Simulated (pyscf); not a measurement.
# Concerted two-bond exchange: HS–GaH₂ + hydrogen fluoride (HF) → H₂S + F–GaH₂

Gas phase, singlet surface, charge 0. Bonds broken: S1–Ga2, F6–H7. Bonds formed: S1–H7, Ga2–F6. PySCF, gas phase, ωB97X-D3(BJ)/def2-SVP geometries. MP2 and CC: frozen core, UHF for open shells. ΔMP2 is the change of the MP2 total energy from the triple- to the quadruple-zeta basis.

Transition state (Å):

```xyz
7

S      0.4091    -1.2086     0.1136
Ga    -1.7566    -0.1251     0.1345
H      0.2365    -1.8022    -1.0842
H     -2.6423    -0.7100    -1.0013
H     -2.0702     0.3457     1.5806
F     -0.5341     1.1761    -0.6651
H      0.2694     0.2516    -0.4507
```

One imaginary mode, 790i cm⁻¹; descent along it reached the two sides named, in the forms told below.

| bond | change | reactant side (Å) | saddle | product side |
|---|---|---|---|---|
| S1–Ga2 | breaks | 2.269 | 2.422 | 2.6 |
| F6–H7 | breaks | 0.959 | 1.244 | 2.328 |
| S1–H7 | forms | 2.178 | 1.572 | 1.351 |
| Ga2–F6 | forms | 2.242 | 1.956 | 1.792 |

Electronic energies relative to the separated reactants (kJ/mol):

| level | barrier | reaction energy | reverse barrier |
|---|---|---|---|
| ωB97X-D3(BJ)/def2-TZVP | -18.1 | +6.8 | -24.9 |
| PBE/def2-TZVP | -32.0 | +0.3 | -32.3 |
| r²SCAN/def2-TZVP | -34.3 | -2.0 | -32.4 |
| B3LYP-D3(BJ)/def2-TZVP | -18.6 | -4.6 | -14.0 |
| PBE0-D3(BJ)/def2-TZVP | -22.4 | +6.9 | -29.2 |
| M06-2X/def2-TZVP | -20.1 | -3.9 | -16.2 |
| ωB97M-D3(BJ)/def2-TZVP | -14.3 | -4.5 | -9.8 |
| HF/def2-TZVP | 41.3 | -13.3 | 54.6 |
| MP2/def2-QZVPP | -8.4 | +10.3 | -18.7 |
| CCSD/def2-TZVPP | 2.5 | +1.9 | 0.6 |
| CCSD(T)/def2-TZVPP | -7.0 | +4.1 | -11.1 |
| CCSD(T)/def2-TZVPP + ΔMP2(QZVPP) | -4.1 | +6.9 | -11.0 |

With CCSD(T)/def2-TZVPP + ΔMP2(QZVPP) energies and thermal terms (ideal gas, 1 atm, RRHO with modes under 100 cm⁻¹ raised to 100, one conformer, R ln 2 for chiral ones without a mode under 150 cm⁻¹), in kJ/mol:

```json
[
 {"T (K)": "298", "ΔH‡": "-11.2", "ΔG‡": "30.9", "ΔH": "+1.5", "ΔG": "-0.7"},
 {"T (K)": "600", "ΔH‡": "-12.4", "ΔG‡": "74.2", "ΔH": "-0.9", "ΔG": "-2.0"},
 {"T (K)": "900", "ΔH‡": "-11.3", "ΔG‡": "117.3", "ΔH": "-2.6", "ΔG": "-2.1"},
 {"T (K)": "1200", "ΔH‡": "-9.3", "ΔG‡": "159.9", "ΔH": "-3.8", "ΔG": "-1.8"}
]
```

On the reactant side the descent ends in an adduct with a F–Ga contact, 42.7 kJ/mol under the separated species and 24.5 kJ/mol under the saddle at ωB97X-D3(BJ)/def2-TZVP. On the product side the descent ends in an adduct with a Ga–S contact, 63.4 kJ/mol under the separated species and 38.5 kJ/mol under the saddle at ωB97X-D3(BJ)/def2-TZVP. At ωB97X-D3(BJ)/def2-TZVP, PBE, r²SCAN, B3LYP-D3(BJ), PBE0-D3(BJ), M06-2X, ωB97M-D3(BJ)/def2-TZVP, MP2, CCSD(T), CCSD(T) the saddle lies under the separated reactants, which points to a path from their complex (located at ωB97X-D3(BJ) alone). At ωB97X-D3(BJ)/def2-TZVP, PBE, r²SCAN, B3LYP-D3(BJ), PBE0-D3(BJ), M06-2X, ωB97M-D3(BJ)/def2-TZVP, MP2, CCSD(T), CCSD(T) the saddle lies under the separated products, which points to a path from their complex (located at ωB97X-D3(BJ) alone), and parting the products costs more than the saddle. What is counted as formed (F–Ga) is already present as a longer contact in the reactant adduct; forming that adduct is a step of its own. What is counted as broken (Ga–S) persists as a longer contact in the product adduct; parting that adduct is a step of its own. This saddle turned up in a search for another step; its sides and bond changes are read from the two ends of the descent. One saddle was located; it need not be the lowest between these sides. The CCSD(T) − MP2 part came from Ansatz, without density fitting, on the same reference. The frozen core leaves the outer d or s,p core shells of the metals and heavy elements correlated in the MP2 and CC values, and def2-TZVPP describes them poorly, which can shift differences by a few kcal/mol. Elements up to Kr have no core potential and no relativistic terms here.
